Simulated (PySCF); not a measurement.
## S2 from Hartree–Fock to correlated methods

State: triplet, unpaired electrons π ↑↑. Set-up: basis S def2-SVPD; no relativity; PySCF 2.14. De refers to S + S in their high-spin ground configurations, without counterpoise correction. The functionals are run spin-unrestricted.

| Level | Re (Å) | ωe (cm⁻¹) | De (eV) | CPU s a point (SCF and correlation, without the integrals) |
| --- | --- | --- | --- | --- |
| UHF | 1.883 | 804 | 1.88 | 0.18 |
| UHF-MP2 | 1.929 | 687 | 3.79 | 0.29 |
| UHF-SCS-MP2 | 1.921 | 709 | 3.54 | n/a |
| UHF-CCSD | 1.922 | 715 | 3.35 | n/a |
| UHF-CCSD(T) | 1.934 | 687 | 3.58 | 3.2 |
| PBE | 1.934 | 687 | 4.72 | 0.56 |
| r²SCAN | 1.918 | 715 | 4.52 | 0.75 |
| M06-L | 1.913 | 724 | 4.47 | 0.75 |
| TPSSh | 1.920 | 711 | 4.31 | 0.86 |
| PBE0 | 1.908 | 738 | 4.32 | 0.95 |
| M06-2X | 1.903 | 751 | 4.23 | 0.81 |
| CAM-B3LYP | 1.905 | 746 | 4.05 | 0.92 |

Measured (Huber and Herzberg, Constants of Diatomic Molecules (1979)): Re = 1.8892 Å, ωe = 725.65 cm⁻¹.

The bond length runs from 1.883 Å (UHF) to 1.934 Å (PBE). De spans 1.88 eV (UHF, mean field) to 4.72 eV (PBE, GGA). Correlation at CCSD(T) changes the Hartree–Fock bond energy by +1.70 eV; the triples alone change it by +0.23 eV.

Correlated steps freeze 10 core orbitals. Correlated levels converge slowly with the basis: in double zeta they bind strong bonds too weakly, by up to about 1 eV, and carry superposition errors of some tenths. The state was picked by a PBE0 search and need not be the measured ground state.

The whole job (state search and all levels along the bond) took about 2.3 min on 1 thread of Oxide Virtual Turin-like (shared host), peak memory 0.65 GiB.
